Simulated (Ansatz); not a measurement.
# C2H6O (ethanol): r2SCAN-rVV10/3-21G (accuracy low)

We compute energy and forces of C2H6O (ethanol). 

Program for the calculation: Ansatz 0.2.0.

5 further runs of the same task are left out: 1 that didn't finish, 4 set aside as unsound or not needed.

## 1. The structure to begin with

C2H6O has 9 atoms, charge 0, and is taken as a singlet. SMILES: `CCO`. Geometry: relaxed at PBE0-D4/def2-TZVP. This is one conformer, not always the lowest.

Bond lengths: C1–C2 1.513 Å, C2–O3 1.413 Å, C1–H4 1.093 Å, C1–H5 1.092 Å, C1–H6 1.095 Å, C2–H7 1.093 Å, C2–H8 1.099 Å, O3–H9 0.961 Å. Some angles: C1–C2–O3 112.9°, C1–C2–H7 110.3°, C1–C2–H8 110.2°, O3–C2–H7 105.5°, O3–C2–H8 110.8°, C2–C1–H4 110.8°, C2–C1–H5 110.6°, C2–C1–H6 111.1°, C2–O3–H9 108.2°, H7–C2–H8 107.0°.

## 2. Energy and forces at r2SCAN-rVV10/3-21G (accuracy low)

Input file molecule.yaml:

```yaml
basis:
  gaussian:
    orbitals: 3-21G.json
crystal:
  periodic: [false, false, false]
  atoms:
    - {symbol: C, position_ang: [-0.536400, 0.571600, -0.468400]}
    - {symbol: C, position_ang: [0.307400, -0.600000, -0.015300]}
    - {symbol: O, position_ang: [1.205500, -0.261400, 1.021600]}
    - {symbol: H, position_ang: [-1.182000, 0.285400, -1.302900]}
    - {symbol: H, position_ang: [0.097600, 1.400900, -0.789000]}
    - {symbol: H, position_ang: [-1.181600, 0.928100, 0.340800]}
    - {symbol: H, position_ang: [0.932300, -0.956600, -0.837500]}
    - {symbol: H, position_ang: [-0.337800, -1.437600, 0.285600]}
    - {symbol: H, position_ang: [0.695000, 0.069600, 1.765000]}
hamiltonian:
  xc: {name: r2SCAN}
  dispersion: rvv10
accuracy: low
output: {forces: true, orbitals: {seedname: orbitals}}
```

The basis set 3-21G is read from a file made from the Basis Set Exchange's data (not shown).

The run is started by

```sh
ansatz run molecule.yaml --threads 1 --pin off --max-ram 2610MiB --events-out events.jsonl --progress --plain --runs-dir runs
```

Log (excerpt; [...] marks lines left out):

```text
Warning: RAYON_NUM_THREADS=1 ignored (pool sized by the plan → 1); use --threads N
Functional definition: r2SCAN+rVV10
  name "r2SCAN+rVV10"
[...]
460 factors; integrals over basis functions are off by at most 8.5e-4 eV
[...]
mean field -4191.74609273 eV, -154.0438276402 hartree, gradient 4.3e-5 eV, S^2 0.000000; 0 other end points of the search recorded, 0 dependent functions left out
[...]
reference -4191.74609743 eV, -154.0438278130 hartree; 13, 13 occupied and 26, 26 virtual orbitals, 460 factors
Total energy: -4191.74609743 eV, -154.0438278130 hartree
Atom 0 at    -0.536400     0.571600    -0.468400 Å, force    -0.365391     0.325038    -0.267675 eV/Å
Atom 1 at     0.307400    -0.600000    -0.015300 Å, force    -0.493831    -0.722957    -0.641193 eV/Å
Atom 2 at     1.205500    -0.261400     1.021600 Å, force     2.046173    -0.041399    -0.121415 eV/Å
Atom 3 at    -1.182000     0.285400    -1.302900 Å, force    -0.126005    -0.049301    -0.160729 eV/Å
Atom 4 at     0.097600     1.400900    -0.789000 Å, force     0.181655     0.104424    -0.012892 eV/Å
Atom 5 at    -1.181600     0.928100     0.340800 Å, force    -0.108150     0.045189     0.192260 eV/Å
Atom 6 at     0.932300    -0.956600    -0.837500 Å, force     0.080231    -0.015336    -0.148379 eV/Å
Atom 7 at    -0.337800    -1.437600     0.285600 Å, force    -0.332756    -0.203727    -0.101369 eV/Å
Atom 8 at     0.695000     0.069600     1.765000 Å, force    -0.881926     0.558069     1.261392 eV/Å
Dipole moment:    -0.360414     0.063773     0.032408 e Å
```

Wall time 4.2 s (1 thread of Arm Neoverse V1, shared host).

## 3. Summary of results

Level: r2SCAN-rVV10/3-21G (accuracy low).

| quantity | value |
| --- | --- |
| total energy | -154.04383 Eh |
| dipole moment | 1.76 D |
| HOMO energy | -5.56 eV |
| LUMO energy | 2.79 eV |
| HOMO–LUMO gap | 8.35 eV |
| largest force on an atom | 2.050 eV/Å |

What this shows: Mulliken charges run from -0.68 on C1 to +0.35 on H9; they depend strongly on the basis. The largest force is 2.05 eV/Å: the shape isn't a stationary point for this species at this level. The accuracy setting is loose, so the last digits carry no meaning.
